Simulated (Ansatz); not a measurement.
# SF+ (triplet): wB97X-V, wB97M-V over a scan of the distance F1–S2, 6-31G

How well do these functionals follow the top wave-function level for SF+ (triplet) over a scan of the distance F1–S2?

Computed with Ansatz 0.2.0, Gaussian basis. Level: 6-31G, all electrons in the functionals.

To be run: wB97X-V, wB97M-V, at 1.225 Å; 1.362 Å; 1.504 Å; 1.652 Å; 1.850 Å; 2.081 Å; 2.356 Å; 2.723 Å; 3.367 Å; 4.024 Å; 5.068 Å.

23 further runs of the same task are left out: 7 for a known fault of the program, 11 that didn't finish, 5 set aside as unsound or not needed. Runs told in other sessions of the task aren't counted.

## (1) The system

The geometry derives from a PBE0/def2-TZVP stationary point (not a proven minimum). One bond is set to the value named and the two fragments are kept rigid.

2 atoms, charge 1, spin multiplicity 3.

Atoms are counted from 1 here; the program's logs count them from 0.

Bond lengths: F1–S2 1.504 Å.

Coordinates:

```xyz
2
FS
F     0.0000    0.0000    0.0000
S     0.0000    0.0000    1.5040
```

No dispersion term is added; wB97X-V, wB97M-V hold VV10 nonlocal correlation.

The geometry shown and the zero of energy belong to the point 1.504 Å. The yardstick, FCI, and other wave-function levels (R restricted, U unrestricted, valence and pair active spaces) come from earlier runs.

## (2) wB97X-V, 1.225 Å

in.yaml

```yaml
crystal:
  periodic: [false, false, false]
  atoms:
    - {symbol: F, position_ang: [0.000000, 0.000000, 0.000000]}
    - {symbol: S, position_ang: [0.000000, 0.000000, 1.225000]}
basis:
  gaussian: {orbitals: 6-31G}
total_charge: 1
magnetization: {spin_polarized: true, initial_magnetization: 2}
hamiltonian: {xc: {name: wB97X-V}}
```

On the command line:

```sh
> ansatz run in.yaml --threads 1 --pin off --events-out ev --progress --plain --max-ram 2393MiB
```

After this run come: wB97X-V, 1.362 Å; wB97X-V, 1.504 Å; wB97X-V, 1.652 Å; wB97X-V, 1.850 Å; wB97X-V, 2.081 Å; wB97X-V, 2.356 Å; wB97X-V, 2.723 Å; wB97X-V, 3.367 Å; wB97X-V, 4.024 Å; wB97X-V, 5.068 Å; wB97M-V, 1.225 Å; wB97M-V, 1.362 Å; wB97M-V, 1.504 Å; wB97M-V, 1.652 Å; wB97M-V, 1.850 Å; wB97M-V, 2.081 Å; wB97M-V, 2.356 Å; wB97M-V, 2.723 Å; wB97M-V, 3.367 Å; wB97M-V, 4.024 Å; wB97M-V, 5.068 Å.

Before running them: what should the planned runs give, taken together? Wanted: span of the FCI curve; largest miss, wB97X-V; largest miss, wB97M-V.

**Answer**, as computed:

| quantity | value |
| --- | --- |
| span of the FCI curve | 181.4 kcal/mol |
| largest miss, wB97X-V | +23.0 kcal/mol (5.068 Å) |
| largest miss, wB97M-V | +23.1 kcal/mol (5.068 Å) |

Of the functionals, wB97X-V keep the smallest largest miss at the points compared (at most 23.0 kcal/mol) and wB97M-V strays most (23.1 kcal/mol, at 5.068 Å). wB97X-V, wB97M-V clearly break the spin symmetry at some points (⟨S²⟩ up to 1.00 above the pure value), so energy there is bought with a mixed spin. Functionals and the yardstick converge differently with the basis, so part of each miss in 6-31G is the basis.
